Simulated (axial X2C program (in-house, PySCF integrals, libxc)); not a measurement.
# Outer orbitals of BO at 1.201 Å, PBE0

Computed with an axial X2C code built on PySCF integrals. Spin-free means the one-electron spin-free X2C Hamiltonian; two-component (2c) means X2C with spin–orbit coupling and atomic mean-field two-electron Coulomb and Gaunt terms, so the difference of the two also holds small scalar two-electron terms. Basis: O dyall-av3z [7s6p3d2f], B dyall-v3z [7s6p2d1f] (cores contracted in-house); Gaussian nuclei, density fitting, unrestricted open shells. Masses: O 15.995 u, B 11.009 u.

The distance is close to the 2c PBE0 minimum; the highest filled and lowest empty levels are listed.

Spin-free orbitals, state M_S = 1/2, Λ = 0 (beyond evenly filled blocks: σα) (Löwdin shares):

```
symmetry  occupied  ε (eV)           atomic character
      σα       yes  -28.16  59% O s, 18% B p, 12% B s
      σβ       yes  -28.14  60% O s, 18% B p, 11% B s
      σα       yes  -12.75   70% O p, 13% B s, 9% O s
      σβ       yes  -12.35    76% O p, 9% O s, 7% B s
     π+β       yes  -10.70   72% O p, 20% B p, 5% B d
     π-β       yes  -10.70   72% O p, 20% B p, 5% B d
     π+α       yes  -10.67   68% O p, 26% B p, 4% B d
     π-α       yes  -10.67   68% O p, 26% B p, 4% B d
      σα       yes   -9.91  40% B p, 33% B s, 16% O p
      σβ        no   -4.37  42% B s, 32% B p, 12% O s
     π-α        no   -0.59  58% B p, 17% O p, 14% B d
     π+α        no   -0.59  58% B p, 17% O p, 14% B d
     π-β        no    0.54   65% B p, 16% O p, 9% B d
     π+β        no    0.54   65% B p, 16% O p, 9% B d
```

Spinors with spin–orbit coupling (state Ω = 1/2):

```tsv
ω	occupied	ε (eV)	atomic character	λ mixture
1/2	yes	-28.16	59% O s, 18% B p, 12% B s	100% σ
-1/2	yes	-28.14	60% O s, 18% B p, 11% B s	100% σ
1/2	yes	-12.75	70% O p, 13% B s, 9% O s	100% σ
-1/2	yes	-12.35	76% O p, 9% O s, 7% B s	100% σ
1/2	yes	-10.71	72% O p, 20% B p, 5% B d	100% π
-3/2	yes	-10.69	72% O p, 20% B p, 5% B d	100% π
-1/2	yes	-10.68	68% O p, 26% B p, 4% B d	100% π
3/2	yes	-10.66	68% O p, 26% B p, 4% B d	100% π
1/2	yes	-9.91	40% B p, 33% B s, 16% O p	100% σ
-1/2	no	-4.37	42% B s, 32% B p, 12% O s	100% σ
-1/2	no	-0.59	58% B p, 17% O p, 14% B d	100% π
3/2	no	-0.59	58% B p, 17% O p, 14% B d	100% π
1/2	no	0.54	65% B p, 16% O p, 9% B d	100% π
-3/2	no	0.54	65% B p, 16% O p, 9% B d	100% π
```

Mulliken charges and populations of the two-component result (they depend on the basis, above all on diffuse functions):

O -0.25 e (s 3.76 p 4.45 d 0.03), B 0.25 e (s 3.07 p 1.57 d 0.11 f 0.02). ⟨Lz⟩ = 0.00 ħ and ⟨Sz⟩ = 0.50 ħ (-0.02 and 0.52 on the two atoms), which add up to Ω.

Occupations by symmetry block were frozen at the best pattern of an incomplete PBE0 search. Density functionals use the spin component along the axis (collinear).
